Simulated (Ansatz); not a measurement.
`C[Si]O` + H₂O → `O[Si]O` + CH₄ at 700 K and 1 bar (formal hydrolysis of the Si–C bond).

Program: Ansatz. Geometries: PBE0-D4/def2-TZVP. ΔE: electronic, gas phase. CCSD(T)/CBS is frozen-core, at the limit of the def2 triple- and quadruple-zeta sets. One conformer a species, not always the lowest.

```tsv
species	CCSD(T)/CBS energy (Eh)	H − E (kJ/mol)	S (J/(mol·K))
`C[Si]O`	-404.71104	182.1	367.0
H₂O	-76.37685	80.5	218.4
`O[Si]O`	-440.69189	117.0	332.6
CH₄	-40.45885	145.9	224.0
```

H − E and S are ideal-gas, rigid-rotor, harmonic terms from PBE0-D4/def2-TZVP, for one conformer and one mirror image of each species. 1 Eh = 2625.50 kJ/mol, R = 8.31446 J/(mol·K).

Problem. By hand: ΔE, ΔH, ΔS and ΔG.

Solution. ΔE = (-440.69189) + (-40.45885) − (-404.71104) − (-76.37685) = -0.06285 Eh = -165.0 kJ/mol. Δ(H − E) = 117.0 + 145.9 − 182.1 − 80.5 = 0.3, so ΔH = -164.7 kJ/mol. ΔS = 332.6 + 224.0 − 367.0 − 218.4 = -28.8 J/(mol·K). ΔG = -164.7 − 700 × (-28.8)/1000 = -144.5 kJ/mol.

Problem. By hand: the equilibrium constant, and the temperature at which ΔG would vanish if ΔH and ΔS stayed fixed.

Solution. log₁₀ K = −ΔG/(RT ln 10) = 10.8. ΔG = 0 at ΔH/ΔS = 5719 K, far beyond where these terms or the molecules hold.

ΔH outweighs TΔS. A doubt of 5 kJ/mol in ΔE shifts log₁₀ K by 0.4 here. Other conformers and mirror images would add mixing entropy, several J/(mol·K) or more a flexible species. These are equilibria of isolated gas molecules and say nothing of rates. Largest T1 diagnostic: 0.015 (customary marks: 0.02 for closed shells, 0.045 for open ones).
